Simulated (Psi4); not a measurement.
**CCSD(T)/def2-SVP (density fitting with cc-pvtz-jkfit, sweep point 4) run of BH2F (SMILES BF)**

We compute a structure relaxation of BH2F. 

Program for the calculation: Psi4 1.11.

2 further runs of the same task are left out: 2 set aside as unsound or not needed.

**1. Starting point**

BH2F: 4 atoms, total charge 0, spin state singlet. SMILES: `BF`. Geometry: relaxed at PBE0-D4/def2-TZVP. The run starts from this shape.

Bond lengths: B1–F2 1.317 Å, B1–H3 1.197 Å, B1–H4 1.198 Å. Angles: F2–B1–H3 117.8°, F2–B1–H4 117.8°, H3–B1–H4 124.4°.

**2. A geometry optimisation at CCSD(T)/def2-SVP (density fitting with cc-pvtz-jkfit, sweep point 4)**

The input, bfh2.in:

```
memory 1600 MB

molecule system {
  0 1
  B     -0.05158952    -0.00755890    -0.05820356
  F      2.00537736    -0.56068174     1.22813301
  H     -1.91334770    -1.22662123     0.35186700
  H      0.06462863     1.68110036    -1.56015789
  units au
  symmetry c1
}

set globals {
  basis           def2-SVP
  reference       rhf
  puream          true
  scf_type        df
  num_frozen_docc 0
  df_basis_scf    cc-pvtz-jkfit
  g_convergence   gau_tight
  geom_maxiter    50
}

result, w = optimize("ccsd(t)", return_wfn=True)
print_variables()
```

Command:

```
psi4 -i bfh2.in -o bfh2.out -n 1
```

bfh2.out:

```text
[...]
  Running in c1 symmetry.
[...]
  Nuclear repulsion =   27.175758523276198
[...]
  Multiplicity = 1
[...]
  Nalpha       = 8
  Nbeta        = 8
[...]
    Number of basis functions: 38
[...]
   @DF-RHF iter   1:  -125.20277319396439   -7.65997e-01   6.15640e-03 DIIS/ADIIS
[...]
      * MP2 total energy                      = -125.501369566367487
[...]
      * CCSD total energy                     = -125.518690116275394
[...]
      * CCSD(T) total energy                  = -125.523656096034202
[...]
   @DF-RHF iter  12:  -125.22348320884241   -9.94760e-14   2.92383e-11 DIIS
[...]
    Orbital Energies [Eh]
    ---------------------
    Doubly Occupied:
       1A    -26.299923     2A     -7.680701     3A     -1.593163
       4A     -0.789907     5A     -0.705393     6A     -0.675520
       7A     -0.626435     8A     -0.486862
[...]
  @DF-RHF Final Energy:  -125.22348320884241
   => Energetics <=
    Nuclear Repulsion Energy =             27.0506602329361350
    One-Electron Energy =                -226.8324790959802044
    Two-Electron Energy =                  74.5583356542016560
    Total Energy =                       -125.2234832088424099
[...]
 Multipole Moments:
 ------------------------------------------------------------------------------------
     Multipole            Electronic (a.u.)      Nuclear  (a.u.)        Total (a.u.)
 ------------------------------------------------------------------------------------
 L = 1.  Multiply by 2.5417464519 to convert [e a0] to [Debye]
 Dipole X            :          1.4532494           -1.7728236           -0.3195743
 Dipole Y            :         -0.3906398            0.4765920            0.0859522
 Dipole Z            :          0.9087689           -1.1086382           -0.1998693
 Magnitude           :                                                    0.3866048
[...]
      * MP2 total energy                      = -125.501414127484111
[...]
      * CCSD total energy                     = -125.518742122017485
[...]
      * CCSD(T) total energy                  = -125.523656080515295
[...]
    Final optimized geometry and variables:
    Molecular point group: c1
    Full point group: C1
    Geometry (in Bohr), charge = 0, multiplicity = 1:
    B           -1.162783690548     0.312726739868    -0.727224405263
    F            0.903558427914    -0.243033927604     0.565114727106
    H           -3.038132104539    -0.909194901697    -0.319652664002
    H           -1.052798925646     2.009458589081    -2.238896075871
  Variable Map:
  ----------------------------------------------------------------------------
  "(T) CORRECTION ENERGY"                 =>      -0.004917316442
  "CCSD CORRELATION ENERGY"               =>      -0.295259306546
  "CCSD DOUBLES ENERGY"                   =>      -0.295259306546
  "CCSD ITERATIONS"                       =>      13.000000000000
[...]
```

On the terminal:

```text
Optimizer: Optimization complete!
```

It took 4 min on 1 thread of Intel Xeon Platinum 8488C (Sapphire Rapids), shared host; peak memory 0.23 GiB.

Steps, from the record of the run:

```tsv
step	energy from the first frame kept (eV)	largest force (eV/Å)
0	0.0000	0.3096
1	-0.0021	0.0479
2	-0.0016	0.1234
3	-0.0021	0.0495
4	-0.0021	0.0008
5	-0.0021	0.0004
```

After the run. Bond lengths: B1–F2 1.323 Å, B1–H3 1.204 Å, B1–H4 1.204 Å. Angles: F2–B1–H3 118.0°, F2–B1–H4 118.0°, H3–B1–H4 124.0°.

**3. Results**

Level: CCSD(T)/def2-SVP (density fitting with cc-pvtz-jkfit, sweep point 4).

```
               quantity          value
total energy at the end  -125.52366 Eh
     correlation energy     -300.2 mEh
         (T) correction      -4.92 mEh
```

**Reading.** At the final geometry: Bond lengths: B1–F2 1.323 Å, B1–H3 1.204 Å, B1–H4 1.204 Å. Angles: F2–B1–H3 118.0°, F2–B1–H4 118.0°, H3–B1–H4 124.0°. The optimisation took 6 steps and changed the energy by -0.002 eV. The triples make up 1.6 % of the correlation energy.
